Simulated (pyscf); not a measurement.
H₃Si–InH–PH₂ → H₂P–In [singlet] + silane (SiH₄), a 1,1-elimination (singlet surface; In–Si, H–In broken, H–Si formed). Single points on ωB97X-D3(BJ)/def2-SVP structures (PySCF, gas phase). MP2 and CC: frozen core, UHF for open shells. ΔMP2 is the change of the MP2 total energy from the triple- to the quadruple-zeta basis. Energies in kcal/mol from the reactant's lowest minimum found.

Small-basis levels: PySCF, no dispersion term, spherical d functions. AM1 to PM7: differences of heats of formation from MOPAC, which are fitted to 298 K values and so differ in kind from electronic energies by zero-point and thermal terms. GFN2-xTB: tblite. Cost: rough CPU time at the saddle relative to B3LYP/6-31G*+LANL2DZ, from one job on a shared machine.

```
level                             barrier  reaction energy        cost
--------------------------------  -------  ---------------  ----------
HF/6-31G*+LANL2DZ                       ?             -4.1         0.1
PBE/6-31G*+LANL2DZ                   32.9             +5.0           1
M06-2X/6-31G*+LANL2DZ                39.5             +3.3           2
B3LYP/def2-SVP                       32.9             -5.7           2
GFN2-xTB                             16.9            -17.5  under 0.02
PM3                                  44.0            +20.4  under 0.02
PM6                                     ?            -24.1  under 0.02
CCSD(T)/def2-TZVPP + ΔMP2(QZVPP)        ?             +0.8           –
```

Problem. What belongs in the gaps?

Solution. 
- HF/6-31G*+LANL2DZ, barrier: 48.8
- PM6, barrier: 24.8
- CCSD(T)/def2-TZVPP + ΔMP2(QZVPP), barrier: 33.1

Against the last row the barrier runs from -16.2 (GFN2-xTB) to +15.7 kcal/mol (HF/6-31G*+LANL2DZ). CCSD(T)/def2-TZVPP + ΔMP2(QZVPP) has limits of its own. On the product side the descent ends in a complex (not fully relaxed), 6.1 kcal/mol under the separated species and 35.5 kcal/mol under the saddle at ωB97X-D3(BJ)/def2-TZVP. At ωB97X-D3(BJ)/def2-TZVP the barrier from the zero used here is 37.1 kcal/mol. One saddle was located; it need not be the lowest between these sides. The CCSD(T) − MP2 part came from Ansatz, without density fitting, on the same reference. The frozen core leaves the outer d or s,p core shells of the metals and heavy elements correlated in the MP2 and CC values, and def2-TZVPP describes them poorly, which can shift differences by a few kcal/mol. In the def2 sets elements past Kr carry core potentials, without spin-orbit coupling.
